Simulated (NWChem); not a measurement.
Everything below was run with NWChem. System: tetrafluoromethane (CF4), charge 0, spin multiplicity 1, at a geometry optimised with PBE0/def2-SVP. Level: B3LYP/def2-SVP, VWN1-RPA local correlation.

Job file:

```
start mol
memory heap 200 mb stack 900 mb global 1100 mb
geometry units angstroms nocenter noautoz noautosym
  F      1.074234     0.000000    -0.759589
  C      0.000000     0.000000    -0.000000
  F     -1.074234     0.000000    -0.759589
  F      0.000000    -1.074227     0.759589
  F      0.000000     1.074227     0.759589
end
basis spherical
  * library def2-svp
end
dft
  xc b3lyp
  semidirect memsize 60000000 filesize 0
  iterations 100
end
task dft energy
```

Output (cleaned and shortened):

```
             Northwest Computational Chemistry Package (NWChem) 7.3.0
             --------------------------------------------------------

                                NWChem Input Module
                                -------------------

 Scaling coordinates for geometry "geometry" by  1.889725989
 (inverse scale =  0.529177249)

                             Geometry "geometry" -> ""
                             -------------------------

 Output coordinates in angstroms (scale by  1.889725989 to convert to a.u.)

  No.       Tag          Charge          X              Y              Z
 ---- ---------------- ---------- -------------- -------------- --------------
    1 F                    9.0000     1.07423400     0.00000000    -0.75958900
    2 C                    6.0000     0.00000000     0.00000000     0.00000000
    3 F                    9.0000    -1.07423400     0.00000000    -0.75958900
    4 F                    9.0000     0.00000000    -1.07422700     0.75958900
    5 F                    9.0000     0.00000000     1.07422700     0.75958900

 Effective nuclear repulsion energy (a.u.)     206.5833605567

            Nuclear Dipole moment (a.u.)
            ----------------------------
        X                 Y               Z
 ---------------- ---------------- ----------------
     0.0000000000     0.0000000000     0.0000000000


 Summary of "ao basis" -> "" (spherical)
 ------------------------------------------------------------------------------
       Tag                 Description            Shells   Functions and Types
 ---------------- ------------------------------  ------  ---------------------
 *                          def2-svp                  on all atoms

                                 NWChem DFT Module
                                 -----------------

 Summary of "ao basis" -> "ao basis" (spherical)
 ------------------------------------------------------------------------------
       Tag                 Description            Shells   Functions and Types
 ---------------- ------------------------------  ------  ---------------------
 F                          def2-svp                 6       14   3s2p1d
 C                          def2-svp                 6       14   3s2p1d

 Summary of "ao basis" -> "ao basis" (spherical)
 ------------------------------------------------------------------------------
       Tag                 Description            Shells   Functions and Types
 ---------------- ------------------------------  ------  ---------------------
 F                          def2-svp                 6       14   3s2p1d
 C                          def2-svp                 6       14   3s2p1d

            General Information
            -------------------
          SCF calculation type: DFT
          Wavefunction type:  closed shell.
          No. of atoms     :     5
          No. of electrons :    42
           Alpha electrons :    21
            Beta electrons :    21
          Charge           :     0
          Spin multiplicity:     1
          Use of symmetry is: off; symmetry adaption is: off
          Maximum number of iterations: 100
          AO basis - number of functions:    70
                     number of shells:    30
          Convergence on energy requested:  1.00D-06
          Convergence on density requested:  1.00D-05
          Convergence on gradient requested:  5.00D-04

              XC Information
              --------------
                         B3LYP Method XC Potential
[...]
               -----      ----    ------     -----      ----
     calls:        1         0         0         0         0
   data(b): 5.24e+05  0.00e+00  0.00e+00  0.00e+00
   time(s): 0.00e+00  0.00e+00  0.00e+00  0.00e+00  0.00e+00
rate(mb/s): 0.00e+00  0.00e+00
------------------------------------------------------------

   convergence    iter        energy       DeltaE   RMS-Dens  Diis-err    time
 ---------------- ----- ----------------- --------- --------- ---------  ------
 d= 0,ls=0.0,diis     1   -436.9428714386 -6.44D+02  2.46D-02  2.06D+00     0.3
 d= 0,ls=0.0,diis     2   -436.8177810419  1.25D-01  1.36D-02  4.11D+00     0.4
 d= 0,ls=0.0,diis     3   -437.1504154571 -3.33D-01  1.40D-03  3.05D-02     0.5
 d= 0,ls=0.0,diis     4   -437.1524090960 -1.99D-03  3.55D-04  3.46D-03     0.5
 d= 0,ls=0.0,diis     5   -437.1526625542 -2.53D-04  1.05D-05  1.17D-06     0.6
 d= 0,ls=0.0,diis     6   -437.1526626609 -1.07D-07  1.37D-06  2.14D-08     0.7

         Total DFT energy =     -437.152662660903
      One electron energy =    -1017.810475404108
           Coulomb energy =      421.387337971670
    Exchange-Corr. energy =      -47.312885785201
 Nuclear repulsion energy =      206.583360556735

 Numeric. integr. density =       41.999995496325

     Total iterative time =      0.6s

                       DFT Final Molecular Orbital Analysis
                       ------------------------------------

 Vector   19  Occ=2.000000D+00  E=-4.405757D-01
              MO Center=  1.2D-04,  4.1D-03, -3.8D-01, r^2= 2.0D+00
   Bfn.  Coefficient  Atom+Function         Bfn.  Coefficient  Atom+Function
  ----- ------------  ---------------      ----- ------------  ---------------
     6      0.357075  1 F  pz                34     -0.357075  3 F  pz
    60     -0.254453  5 F  px                 4      0.252480  1 F  px
    32      0.252480  3 F  px                46     -0.250533  4 F  px
     9     -0.236894  1 F  pz                37      0.236894  3 F  pz
    63      0.168812  5 F  px                 7     -0.167503  1 F  px

 Vector   20  Occ=2.000000D+00  E=-4.405756D-01
              MO Center=  1.1D-02, -3.5D-04,  3.8D-01, r^2= 2.0D+00
   Bfn.  Coefficient  Atom+Function         Bfn.  Coefficient  Atom+Function
  ----- ------------  ---------------      ----- ------------  ---------------
    48      0.357035  4 F  pz                62     -0.357035  5 F  pz
     5     -0.257881  1 F  py                47      0.252456  4 F  py
    61      0.252456  5 F  py                33     -0.247061  3 F  py
    51     -0.236868  4 F  pz                65      0.236868  5 F  pz
     8      0.171085  1 F  py                50     -0.167487  4 F  py

 Vector   21  Occ=2.000000D+00  E=-4.405750D-01
              MO Center= -1.2D-02, -3.8D-03,  6.9D-05, r^2= 2.2D+00
   Bfn.  Coefficient  Atom+Function         Bfn.  Coefficient  Atom+Function
  ----- ------------  ---------------      ----- ------------  ---------------
    33     -0.361063  3 F  py                46      0.358463  4 F  px
    60     -0.355924  5 F  px                 5      0.353332  1 F  py
    36      0.239540  3 F  py                49     -0.237815  4 F  px
    63      0.236130  5 F  px                 8     -0.234411  1 F  py

 Vector   22  Occ=0.000000D+00  E= 1.794699D-01
              MO Center=  5.5D-07,  2.9D-07, -3.1D-04, r^2= 2.4D+00
   Bfn.  Coefficient  Atom+Function         Bfn.  Coefficient  Atom+Function
  ----- ------------  ---------------      ----- ------------  ---------------
    17      2.260978  2 C  s                  3     -0.660127  1 F  s
    31     -0.660126  3 F  s                 45     -0.659934  4 F  s
    59     -0.659935  5 F  s                 16      0.341008  2 C  s
     7      0.296795  1 F  px                35     -0.296795  3 F  px
    50     -0.296635  4 F  py                64      0.296635  5 F  py

 Vector   23  Occ=0.000000D+00  E= 1.910834D-01
              MO Center= -3.0D-05, -7.1D-07,  3.1D-04, r^2= 1.5D+00
   Bfn.  Coefficient  Atom+Function         Bfn.  Coefficient  Atom+Function
  ----- ------------  ---------------      ----- ------------  ---------------
    23      0.981367  2 C  pz                20      0.790133  2 C  pz
     3      0.377191  1 F  s                 31      0.376456  3 F  s
    45     -0.377203  4 F  s                 59     -0.377221  5 F  s
     7     -0.295513  1 F  px                35      0.295257  3 F  px
    50     -0.295548  4 F  py                64      0.295554  5 F  py

 Vector   24  Occ=0.000000D+00  E= 1.910877D-01
              MO Center=  3.0D-05,  3.8D-08,  2.2D-02, r^2= 1.5D+00
   Bfn.  Coefficient  Atom+Function         Bfn.  Coefficient  Atom+Function
  ----- ------------  ---------------      ----- ------------  ---------------
    21      0.981347  2 C  px                18      0.790144  2 C  px
     3     -0.532915  1 F  s                 31      0.533435  3 F  s
     9     -0.295478  1 F  pz                37      0.295447  3 F  pz
     6      0.244867  1 F  pz                34     -0.244808  3 F  pz
    49     -0.231981  4 F  px                63     -0.231981  5 F  px

 center of mass
 --------------
 x =   0.00000000 y =   0.00000000 z =   0.00000000

 moments of inertia (a.u.)
 ------------------
         313.158654705022           0.000000000000           0.000000000000
           0.000000000000         313.160695362941           0.000000000000
           0.000000000000           0.000000000000         313.162425355430

     Multipole analysis of the density
     ---------------------------------

     L   x y z        total         alpha         beta         nuclear
     -   - - -        -----         -----         ----         -------
     0   0 0 0     -0.000000    -21.000000    -21.000000     42.000000

     1   1 0 0     -0.000000     -0.000000     -0.000000      0.000000
     1   0 1 0     -0.000000     -0.000000     -0.000000      0.000000
     1   0 0 1      0.000009      0.000005      0.000005      0.000000

     2   2 0 0    -18.652439    -46.414609    -46.414609     74.176778
     2   1 1 0     -0.000000     -0.000000     -0.000000      0.000000
     2   1 0 1      0.000000      0.000000      0.000000      0.000000
     2   0 2 0    -18.652400    -46.414106    -46.414106     74.175811
     2   0 1 1     -0.000000     -0.000000     -0.000000      0.000000
     2   0 0 2    -18.652392    -46.413692    -46.413692     74.174992

 Task  times  cpu:        0.7s     wall:        0.7s

 Total times  cpu:        0.7s     wall:        0.7s
```
